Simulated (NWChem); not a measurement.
Program: NWChem. System: C₄H₄N₂, charge 1, spin multiplicity 2, at the geometry of a parent with another charge or spin, in a state set for the comparison that need not be this species' ground state. Its SCF solution wasn't tested for a lower state. Level: UB2PLYP/def2-SVP, 6 core orbitals frozen.

The NWChem input:

```
start mol
memory heap 200 mb stack 900 mb global 1100 mb
charge 1
geometry units angstroms nocenter noautoz
  C     -0.698382     0.000000     1.129772
  C      0.698382     0.000000     1.129772
  N      1.399185     0.000000     0.000000
  C      0.698382     0.000000    -1.129772
  C     -0.698382     0.000000    -1.129772
  N     -1.399185     0.000000     0.000000
  H     -1.258432     0.000000     2.071854
  H      1.258432     0.000000     2.071854
  H      1.258432     0.000000    -2.071854
  H     -1.258432     0.000000    -2.071854
  symmetry group D2h
end
basis spherical
  * library def2-svp
end
dft
  xc hfexch 0.53 becke88 0.47 lyp 0.73 mp2 0.27
  dftmp2
  odft
  mult 2
  semidirect memsize 60000000 filesize 0
  iterations 100
end
mp2
  freeze core 6
end
task dft energy
```

Part of the output:

```
             Northwest Computational Chemistry Package (NWChem) 7.3.0
             --------------------------------------------------------

                                NWChem Input Module
                                -------------------

 Scaling coordinates for geometry "geometry" by  1.889725989
 (inverse scale =  0.529177249)

 Turning off AUTOSYM since
 SYMMETRY directive was detected!

                             Geometry "geometry" -> ""
                             -------------------------

 Output coordinates in angstroms (scale by  1.889725989 to convert to a.u.)

  No.       Tag          Charge          X              Y              Z
 ---- ---------------- ---------- -------------- -------------- --------------
    1 C                    6.0000    -0.69838200     0.00000000     1.12977200
    2 C                    6.0000     0.69838200     0.00000000     1.12977200
    3 N                    7.0000     1.39918500     0.00000000     0.00000000
    4 C                    6.0000     0.69838200     0.00000000    -1.12977200
    5 C                    6.0000    -0.69838200     0.00000000    -1.12977200
    6 N                    7.0000    -1.39918500     0.00000000     0.00000000
    7 H                    1.0000    -1.25843200     0.00000000     2.07185400
    8 H                    1.0000     1.25843200     0.00000000     2.07185400
    9 H                    1.0000     1.25843200     0.00000000    -2.07185400
   10 H                    1.0000    -1.25843200     0.00000000    -2.07185400

 Effective nuclear repulsion energy (a.u.)     209.0880123750

            Nuclear Dipole moment (a.u.)
            ----------------------------
        X                 Y               Z
 ---------------- ---------------- ----------------
     0.0000000000     0.0000000000     0.0000000000

      Symmetry information
      --------------------

 Group name             D2h
 Group number             26
 Group order               8
 No. of unique centers     3

      Symmetry unique atoms

     1    3    7


 Summary of "ao basis" -> "" (spherical)
 ------------------------------------------------------------------------------
       Tag                 Description            Shells   Functions and Types
 ---------------- ------------------------------  ------  ---------------------
 *                          def2-svp                  on all atoms

  dft_input: which_mp2 not specified, using semidirect MP2 by default.

                                 NWChem DFT Module
                                 -----------------

 Summary of "ao basis" -> "ao basis" (spherical)
 ------------------------------------------------------------------------------
       Tag                 Description            Shells   Functions and Types
 ---------------- ------------------------------  ------  ---------------------
 C                          def2-svp                 6       14   3s2p1d
 N                          def2-svp                 6       14   3s2p1d
 H                          def2-svp                 3        5   2s1p

 Summary of "ao basis" -> "ao basis" (spherical)
 ------------------------------------------------------------------------------
       Tag                 Description            Shells   Functions and Types
 ---------------- ------------------------------  ------  ---------------------
 C                          def2-svp                 6       14   3s2p1d
 N                          def2-svp                 6       14   3s2p1d
 H                          def2-svp                 3        5   2s1p

      Symmetry analysis of basis
      --------------------------

        ag         21
        au          6
        b1g         8
        b1u        17
        b2g        17
        b2u         8
        b3g         6
        b3u        21

            General Information
            -------------------
          SCF calculation type: DFT
          Wavefunction type:  spin polarized.
          No. of atoms     :    10
          No. of electrons :    41
           Alpha electrons :    21
            Beta electrons :    20
          Charge           :     1
          Spin multiplicity:     2
          Use of symmetry is: on ; symmetry adaption is: on
          Maximum number of iterations: 100
          AO basis - number of functions:   104
                     number of shells:    48
          Convergence on energy requested:  1.00D-06
          Convergence on density requested:  1.00D-05
          Convergence on gradient requested:  5.00D-04

              XC Information
              --------------
                     Hartree-Fock (Exact) Exchange  0.530
                    Becke 1988 Exchange Functional  0.470
              Lee-Yang-Parr Correlation Functional  0.730

             Grid Information
             ----------------
          Grid used for XC integration:  medium
          Radial quadrature: Mura-Knowles
          Angular quadrature: Lebedev.
          Tag              B.-S. Rad. Rad. Pts. Rad. Cut. Ang. Pts.
          ---              ---------- --------- --------- ---------
          C                   0.70       49          10.0       434
          N                   0.65       49          10.0       434
          H                   0.35       45          12.0       434
          Grid pruning is: on
          Number of quadrature shells:   143
          Spatial weights used:  Erf1

          Convergence Information
          -----------------------
          Convergence aids based upon iterative change in
          total energy or number of iterations.
          Levelshifting, if invoked, occurs when the
[...]
    30     -0.188705   3 N  s                72      0.188705   6 N  s
     2     -0.144095   1 C  s                16      0.144095   2 C  s
    44      0.144095   4 C  s                58     -0.144095   5 C  s

 Vector   20  Occ=1.000000D+00  E=-5.532746D-01  Symmetry=b3g
              MO Center=  1.5D-17, -2.0D-16, -4.3D-16, r^2= 2.8D+00
   Bfn.  Coefficient  Atom+Function         Bfn.  Coefficient  Atom+Function
  ----- ------------  ---------------      ----- ------------  ---------------
     5      0.313859   1 C  py               19      0.313859   2 C  py
    47     -0.313859   4 C  py               61     -0.313859   5 C  py
     8      0.202505   1 C  py               22      0.202505   2 C  py
    50     -0.202505   4 C  py               64     -0.202505   5 C  py

 Vector   21  Occ=0.000000D+00  E=-3.919994D-01  Symmetry=ag
              MO Center=  3.2D-15,  2.0D-16,  2.3D-15, r^2= 3.6D+00
   Bfn.  Coefficient  Atom+Function         Bfn.  Coefficient  Atom+Function
  ----- ------------  ---------------      ----- ------------  ---------------
    32      0.343275   3 N  px               74     -0.343275   6 N  px
    35     -0.280398   3 N  px               77      0.280398   6 N  px
     4     -0.201631   1 C  px               18      0.201631   2 C  px
    46      0.201631   4 C  px               60     -0.201631   5 C  px
    31     -0.188149   3 N  s                73     -0.188149   6 N  s

 Vector   22  Occ=0.000000D+00  E=-2.408796D-01  Symmetry=b2u
              MO Center= -2.6D-16, -4.3D-17, -9.8D-17, r^2= 3.0D+00
   Bfn.  Coefficient  Atom+Function         Bfn.  Coefficient  Atom+Function
  ----- ------------  ---------------      ----- ------------  ---------------
    36      0.416865   3 N  py               78      0.416865   6 N  py
    33     -0.367459   3 N  py               75     -0.367459   6 N  py
     8     -0.216687   1 C  py               22     -0.216687   2 C  py
    50     -0.216687   4 C  py               64     -0.216687   5 C  py
     5     -0.204063   1 C  py               19     -0.204063   2 C  py

 Vector   23  Occ=0.000000D+00  E=-2.039737D-01  Symmetry=au
              MO Center= -5.7D-16, -1.7D-15,  8.7D-15, r^2= 3.3D+00
   Bfn.  Coefficient  Atom+Function         Bfn.  Coefficient  Atom+Function
  ----- ------------  ---------------      ----- ------------  ---------------
     8      0.432524   1 C  py               22     -0.432524   2 C  py
    50      0.432524   4 C  py               64     -0.432524   5 C  py
     5      0.333397   1 C  py               19     -0.333397   2 C  py
    47      0.333397   4 C  py               61     -0.333397   5 C  py
    39     -0.030351   3 N  d -1             81      0.030351   6 N  d -1

   alpha - beta orbital overlaps
   -----------------------------

   alpha      1      2      3      4      5      6      7      8      9     10
    beta      1      2      3      4      5      6      7      8      9     11
 overlap   1.000  1.000  1.000  1.000  1.000  1.000  0.999  0.999  1.000  0.994

   alpha     11     12     13     14     15     16     17     18     19     20
    beta     10     12     13     14     16     15     17     19     18     21
 overlap   1.000  0.995  0.986  1.000  0.995  0.999  1.000  0.996  1.000  0.990

   alpha     21     22     23     24     25     26     27     28     29     30
    beta     20     22     23     24     25     26     27     28     29     30
 overlap   1.000  0.999  1.000  0.999  1.000  1.000  1.000  1.000  1.000  0.999

   alpha     31     32     33     34     35     36     37     38     39     40
    beta     32     31     33     34     35     36     38     37     39     40
 overlap   0.986  1.000  0.985  1.000  0.999  1.000  0.998  1.000  0.993  1.000

   alpha     41     42     43     44     45     46     47     48     49     50
    beta     41     42     44     43     45     46     47     48     49     50
 overlap   1.000  0.991  0.997  1.000  0.996  1.000  0.995  0.988  0.983  0.999

   alpha     51     52     53     54     55     56     57     58     59     60
    beta     51     53     52     54     56     55     57     58     59     60
 overlap   0.995  0.996  1.000  0.995  1.000  1.000  0.997  1.000  1.000  1.000

   alpha     61     62     63     64     65     66     67     68     69     70
    beta     61     62     63     64     65     66     67     68     69     70
 overlap   1.000  1.000  1.000  1.000  1.000  1.000  1.000  1.000  1.000  0.998

   alpha     71     72     73     74     75     76     77     78     79     80
    beta     71     72     73     74     75     76     77     79     78     80
 overlap   0.998  1.000  1.000  0.998  0.998  1.000  0.998  1.000  1.000  1.000

   alpha     81     82     83     84     85     86     87     88     89     90
    beta     81     82     83     84     85     86     87     88     89     90
 overlap   1.000  1.000  1.000  1.000  0.998  1.000  1.000  0.998  1.000  1.000

   alpha     91     92     93     94     95     96     97     98     99    100
    beta     91     92     93     94     95     96     97     98     99    100
 overlap   1.000  1.000  1.000  1.000  1.000  1.000  1.000  1.000  1.000  1.000

   alpha    101    102    103    104
    beta    101    102    103    104
 overlap   1.000  1.000  1.000  1.000

     --------------------------
     Expectation value of S2:
     --------------------------
      <S2> =      0.7601 (Exact =     0.7500)

 center of mass
 --------------
 x =   0.00000000 y =   0.00000000 z =   0.00000000

 moments of inertia (a.u.)
 ------------------
         280.582603881986           0.000000000000           0.000000000000
           0.000000000000         582.779320765363           0.000000000000
           0.000000000000           0.000000000000         302.196716883378

     Multipole analysis of the density
     ---------------------------------

     L   x y z        total         alpha         beta         nuclear
     -   - - -        -----         -----         ----         -------
     0   0 0 0      1.000000    -21.000000    -20.000000     42.000000

     1   1 0 0      0.000000      0.000000      0.000000      0.000000
     1   0 1 0     -0.000000     -0.000000     -0.000000      0.000000
     1   0 0 1      0.000000      0.000000      0.000000      0.000000

     2   2 0 0    -20.880874    -96.279476    -86.900428    162.299030
     2   1 1 0      0.000000      0.000000      0.000000      0.000000
     2   1 0 1     -0.000000     -0.000000      0.000000      0.000000
     2   0 2 0    -24.945785    -12.598347    -12.347438      0.000000
     2   0 1 1      0.000000      0.000000      0.000000      0.000000
     2   0 0 2    -11.684253    -92.599358    -89.794448    170.709553

                   NWChem MP2 Semi-direct Energy/Gradient Module
                   ---------------------------------------------

  Basis functions       =    104
  Molecular orbitals    =    104
  Frozen core           =      6
  Frozen virtuals       =      0
  Active alpha occupied =     15
  Active beta occupied  =     14
  Active alpha virtual  =     83
  Active beta virtual   =     84
  Use MO symmetry       = T
  Use skeleton AO sym   = T

  AO/Fock/Back tols     =   1.0D-09  1.0D-09  1.0D-09

 GA uses MA = F    GA memory limited = T

 Available:
  local mem=  4.43D+07
 global mem=  1.44D+08
 local disk=  0.00D+00
  mp2_memr nvloc                    83
  nvloc new                    83
   1 passes of  15:        3145728                      53812                  22813276.
   1 passes of  15: M     44310283           G      144157568           F      41164555.

 Semi-direct pass number   1 of   1  for UHF alpha       at        2.8s
  vrange nnbf                  5385
  mp2_eaftype                    87  avail_ma_in_mb                   386
 EAF : mp2_eaftype filesize          87   11406638.
  mp2_eaf for mointskh                     87
Node 0 wrote     53.6 Mb in      0.1 s     Agg I/O rate:   499.4 Mb/s
 Done moints_semi at        7.1s
  mp2_eaftype                    87  avail_ma_in_mb                   386
 EAF : mp2_eaftype filesize          87   11406638.
  mp2_eaf for kh                    87
 Done maket at        7.5s
 Done multipass loop at        7.5s

 GA uses MA = F    GA memory limited = T

 Available:
  local mem=  4.43D+07
 global mem=  1.44D+08
 local disk=  0.00D+00
  mp2_memr nvloc                    84
  nvloc new                    84
   1 passes of  14:        3145728                      52052                  21549955.
   1 passes of  14: M     44310283           G      144157568           F      41164555.

 Semi-direct pass number   1 of   1  for UHF beta        at        7.5s
  vrange nnbf                  5385
  mp2_eaftype                    82  avail_ma_in_mb                   386
 EAF : mp2_eaftype filesize          82   10774977.
  mp2_eaf for mointskh                     82
Node 0 wrote     50.7 Mb in      0.1 s     Agg I/O rate:   553.8 Mb/s
 Done moints_semi at       11.8s
  mp2_eaftype                    82  avail_ma_in_mb                   386
 EAF : mp2_eaftype filesize          82   10774977.
  mp2_eaf for kh                    82
 Done maket at       12.1s
 Done multipass loop at       12.1s

          -------------------------------------------
          DFT energy                    -263.214928310430
          Unscaled MP2 energy             -1.092471351934
          Total DFT+MP2 energy          -263.509895575452
          -------------------------------------------

 -----------------------
 Performance information
 -----------------------

 Timer overhead =  1.37D-07 seconds/call

               Nr. of calls         CPU time (s)                 Wall time (s)                GFlops
             ---------------    -------------------     ------------------------------   -------------------
Name         Min   Avg   Max    Min     Avg     Max     Min     Avg     Max   Mx/calls   Min     Max     Sum
mp2: moin     2     2     2    8.6     8.6     8.6      8.6     8.6     8.6     4.3      0.0     0.0     0.0
mp2: make     2     2     2   0.72    0.72    0.72     0.72    0.72    0.72    0.36      0.0     0.0     0.0
mp2: tota     1     1     1    9.4     9.4     9.4      9.4     9.4     9.4     9.4      0.0     0.0     0.0

 The average no. of pstat calls per process was 5.00D+00
 with a timing overhead of 6.85D-07s

 Task  times  cpu:       12.1s     wall:       12.1s

 Total times  cpu:       12.1s     wall:       12.1s
```
